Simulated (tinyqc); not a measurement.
Inside a calculation. Method: CIS and TDHF on RHF in the sto-3g basis, frozen core, for H2F+, spin multiplicity 1. One step of it, computed by the program tinyqc.

Task: CIS triplet states. Diagonalise A (1 hartree = 27.211386 eV); each vector has its largest component positive (the first on a tie).

CIS matrix A, triplet (hartree), lower triangle:
```
           2>6        2>7        3>6        3>7       4>6       4>7       5>6       5>7
2>6   1.385159
2>7   0.000000   1.476612
3>6   0.000000  -0.085169   0.514139
3>7  -0.085169   0.000000   0.000000   0.579600
4>6  -0.065497   0.000000   0.000000  -0.051912  0.456043
4>7   0.000000  -0.012265  -0.051912   0.000000  0.000000  0.538627
5>6   0.000000   0.000000   0.000000   0.000000  0.000000  0.000000  0.413455
5>7   0.000000   0.000000   0.000000   0.000000  0.000000  0.000000  0.000000  0.494801
```

Give: triplet excitation energies; lowest vectors.

Result:

triplet excitation energies (eV): 11.251  11.656  12.721  13.464  15.722  16.179  38.038  40.386

lowest vectors:
```
     state 1  state 2  state 3  state 4  state 5  state 6
2>6    0.000    0.096    0.000    0.000    0.000    0.068
2>7    0.000    0.000    0.075    0.000   -0.045    0.000
3>6    0.000    0.000    0.799    0.000   -0.594    0.000
3>7    0.000    0.371    0.000    0.000    0.000    0.923
4>6    0.000    0.924    0.000    0.000    0.000   -0.378
4>7    0.000    0.000    0.596    0.000    0.803    0.000
5>6    1.000    0.000    0.000    0.000    0.000    0.000
5>7    0.000    0.000    0.000    1.000    0.000    0.000
```
